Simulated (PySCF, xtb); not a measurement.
dimethyl ether (C₂H₆O), SMILES COC.

Harmonic wavenumbers (cm⁻¹) from GFN2-xTB (xtb 6.7.1) at its own minimum, in rising order: 209, 248, 413, 959, 1078, 1122, 1130, 1152, 1227, 1406, 1411, 1468, 1473, 1488, 1495, 2888, 2890, 2910, 2917, 3032, 3033.

### Question
What does PBE-D3(BJ)/def2-TZVP (PySCF 2.14.0) give at its own minimum? (Estimate from the structure and the level; the computed values follow.)

### Answer
217, 244, 401, 923, 1088, 1119, 1149, 1152, 1222, 1404, 1425, 1431, 1433, 1443, 1463, 2886, 2898, 2930, 2938, 3050, 3051. Paired by order, the mean absolute difference is 17 cm⁻¹ and the zero-point energies are 48.5 and 48.4 kcal/mol.
